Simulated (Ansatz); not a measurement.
## Worked example: correlation energy of HC–N–Si⁺, doublet

Geometry: that of the HC–N–Si, triplet, kept fixed.

| atom | x (Å) | y (Å) | z (Å) |
| --- | --- | --- | --- |
| C | 0.0000 | -0.2037 | 0.7974 |
| N | 0.0000 | -0.1038 | -0.4089 |
| Si | 0.0000 | -0.0870 | -2.0856 |
| H | 0.0000 | 0.3945 | 1.6971 |

Basis cc-pVDZ; Ansatz 0.2.0. Only valence electrons are correlated (noble-gas cores frozen), which leaves 13 electrons in 44 orbitals. R marks a restricted (for open shells ROHF) determinant, U an unrestricted one.

Full CI isn't at hand for all of this; UCCSDT(Q) serves as the reference, and is uncertain by about the last step of the cluster series.

Unrestricted rows (U) aren't spin-pure: their determinants' ⟨S²⟩ exceeds S(S+1) by up to 0.13, so they mix in states of higher spin.

Runs differ by some tens of microhartree through their thresholds and, for an open shell, their frozen cores, so steps under 0.03 kcal/mol mean nothing.

```csv
level,total energy (hartree)
UHF,-381.502559
UMP2,-381.817202
UCCSD,-381.851401
UCCSD(T),-381.866694
UCCSDT,-381.868155
UCCSDT(Q),-381.869820
```

Problem. What is the correlation energy at UCCSDT(Q), and what share of it do UMP2 and UCCSDT recover?

Solution. E(corr) = -381.869820 − (-381.502559) = -0.367261 hartree = -9.994 eV. UMP2: -0.314643 / -0.367261 = 85.67 %. UCCSDT: -0.365596 / -0.367261 = 99.55 %.

Problem. By how many kcal/mol does UCCSD(T) miss UCCSDT(Q) (1 hartree = 627.509 kcal/mol), and which steps make up the rest?

Solution. -381.866694 − (-381.869820) = 0.003126 hartree = 1.96 kcal/mol. Steps: UCCSDT − UCCSD(T) = -0.92, UCCSDT(Q) − UCCSDT = -1.04 kcal/mol. Differences between like states or geometries often cancel part of this.
